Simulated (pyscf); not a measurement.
Single points on ωB97X-D3(BJ)/def2-SVP structures (PySCF, gas phase).

Question: Estimate the classical barrier height and the reaction energy of H₃Si–Cl -> :HSi–Cl [singlet] + H₂ at ωB97M-D3(BJ)/def2-TZVP. The step runs on the singlet surface, breaks H–Si, H–Si and forms H–H; take the reactant's lowest minimum found as zero.

Answer: ΔE‡ = 2.85 eV, ΔE = +2.15 eV. Zero-point energy shifts the barrier by -0.12 eV. It is a 1,1-elimination, with an imaginary mode of 1310i cm⁻¹. This is the saddle that the search found; another between the same sides may lie lower.
